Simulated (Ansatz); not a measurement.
## Ansatz (development build ahead of 0.2.0) run

```yaml
crystal:
  periodic: [false, false, false]
  atoms:
    - { symbol: C, position_ang: [1.46, 0.0, 0.23] }
    - { symbol: C, position_ang: [0.73, 1.2644, -0.23] }
    - { symbol: C, position_ang: [-0.73, 1.2644, 0.23] }
    - { symbol: C, position_ang: [-1.46, 0.0, -0.23] }
    - { symbol: C, position_ang: [-0.73, -1.2644, 0.23] }
    - { symbol: C, position_ang: [0.73, -1.2644, -0.23] }
    - { symbol: H, position_ang: [1.53192, 0.0, 1.31762] }
    - { symbol: H, position_ang: [2.47217, 0.0, -0.1745] }
    - { symbol: H, position_ang: [0.76596, 1.32669, -1.31762] }
    - { symbol: H, position_ang: [1.23608, 2.14096, 0.1745] }
    - { symbol: H, position_ang: [-1.23608, 2.14096, -0.1745] }
    - { symbol: H, position_ang: [-0.76596, 1.32669, 1.31762] }
    - { symbol: H, position_ang: [-1.53192, 0.0, -1.31762] }
    - { symbol: H, position_ang: [-2.47217, 0.0, 0.1745] }
    - { symbol: H, position_ang: [-1.23608, -2.14096, -0.1745] }
    - { symbol: H, position_ang: [-0.76596, -1.32669, 1.31762] }
    - { symbol: H, position_ang: [1.23608, -2.14096, 0.1745] }
    - { symbol: H, position_ang: [0.76596, -1.32669, -1.31762] }
basis:
  gaussian: { orbitals: def2-SVP }
hamiltonian:
  xc: hf
correlation:
  method: mp2
  frozen_orbitals: { C: 1, H: 0 }
```

The input is written out in the form of the current development build from the run's settings.

The run gave:

| Property | Result |
| --- | --- |
| Converged | yes |
| Reference energy | -234.04084 hartree |
| Correlation energy | -0.85562 hartree |
| Total energy | -234.89646 hartree |
| Spin squared of the determinant | 0.000 |
